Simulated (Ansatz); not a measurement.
## BH6N: where a starting geometry ends

The starting geometry of this gas-phase triplet was optimised with GFN2-xTB as a singlet; its bonds are those of `[BH3-][NH3+]`.

```xyz
8

B    -0.9456   -0.9630   -1.7771
N    -0.0217   -0.1720   -0.6476
H    -0.2736   -1.8661   -2.1628
H    -1.9207   -1.3210   -1.1952
H    -1.1775   -0.1577   -2.6231
H    -0.5546    0.6097   -0.2866
H     0.2025   -0.8195    0.0977
H     0.8256    0.1548   -1.0955
```

**Question.** Predict what it relaxes into with B3LYP-D3(BJ)/6-311G**.

**Answer.** It loosens into BH5N + H, which stay close as a complex. Contacts that open: B1–H5 (1.19 → 3.08 Å).

The energy falls by 2.57 eV over 18 steps:

| step | E − E(last) (eV) |
| --- | --- |
| 1 | 2.567 |
| 3 | 1.328 |
| 5 | 1.076 |
| 7 | 0.660 |
| 9 | 0.315 |
| 10 | 0.241 |
| 12 | 0.029 |
| 14 | 0.002 |
| 16 | 0.000 |
| 18 | 0.000 |

Final geometry (Å):

```
atom    x (Å)    y (Å)    z (Å)
   B  -0.6983  -0.5205  -1.6682
   N   0.1788  -0.1443  -0.3548
   H  -0.1034  -1.3025  -2.3493
   H  -1.8506  -0.6394  -1.3720
   H  -2.5448  -1.7949  -3.7808
   H  -0.2389   0.6440   0.1340
   H   0.2712  -0.9069   0.3269
   H   1.1203   0.1297  -0.6259
```

The end wasn't checked by frequencies. Open shells are spin-unrestricted. The triplet needn't be the ground state. Run with Ansatz 0.2.0, 42 s on 1 thread of Arm Neoverse V2, with other jobs on the host.
